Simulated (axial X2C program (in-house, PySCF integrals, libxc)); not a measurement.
HF⁺: cheaper levels and CCSD(T), two-component

Calculated with an in-house all-electron X2C program for linear molecules (integrals from PySCF). Two-component (2c) means X2C with spin–orbit coupling and atomic mean-field two-electron Coulomb and Gaunt terms. Basis: F dyall-av3z [7s6p3d2f], H dyall-v3z [6s2p1d] (cores contracted in-house); Gaussian nuclei, density fitting, unrestricted open shells. Masses: F 18.998 u, H 1.008 u.

State: Ω = 3/2 (⟨Sz⟩ = 0.50, ⟨Lz⟩ = 1.00 at HF); fragments F + H+.

```json
{"level": "PBE0", "Re (Å)": "1.008", "ωe (cm⁻¹)": "3049.9", "De (eV)": "3.47"}
{"level": "HF", "Re (Å)": "0.981", "ωe (cm⁻¹)": "3306.5", "De (eV)": "3.47"}
{"level": "MP2", "Re (Å)": "1.003", "ωe (cm⁻¹)": "3106.1", "De (eV)": "3.60"}
{"level": "CCSD", "Re (Å)": "1.002", "ωe (cm⁻¹)": "3122.3", "De (eV)": "3.64"}
{"level": "r2SCAN", "Re (Å)": "1.012", "ωe (cm⁻¹)": "3000.4", "De (eV)": "2.97"}
```

Correlated methods: 7 electrons correlated (number of frozen shells: F 1 s; H none), 129 virtual spin orbitals or spinors in MP2, 64 natural virtuals in coupled cluster.

CCSD(T), same Hamiltonian and basis:

Re = 1.005 Å, ωe = 3093.3 cm⁻¹, De = 3.64 eV; T1 = 0.006 (Lee–Taylor normalisation).

**Question.** Give the differences from CCSD(T) in the columns below.

**Answer.** 

| level | ΔRe (Å) | Δωe (cm⁻¹) | ΔDe (eV) |
| --- | --- | --- | --- |
| PBE0 | 0.003 | -43 | -0.17 |
| HF | -0.024 | 213 | -0.17 |
| MP2 | -0.002 | 13 | -0.04 |
| CCSD | -0.003 | 29 | 0.00 |
| r2SCAN | 0.007 | -93 | -0.67 |

The state is one determinant whose occupation by symmetry is held fixed; it was picked as the lowest of a PBE0 search that is not exhaustive. Dissociation energies refer to the lowest single-determinant-based atoms at the same level and basis. Density functionals use the spin component along the axis (collinear). Coupled cluster ran in a truncated set of natural virtual spinors; the MP2 energy of the rest was added. (T) has no such correction and the atoms are truncated less, which lowers De at CCSD(T) by a hundredth of an eV or more. The 2c atoms are single determinants rather than J levels; their spin–orbit lowering is only partly caught, and De is too large by that part. This holds for PBE0, r2SCAN. The functionals have no current-density term, which raises determinants with orbital currents, atoms included.
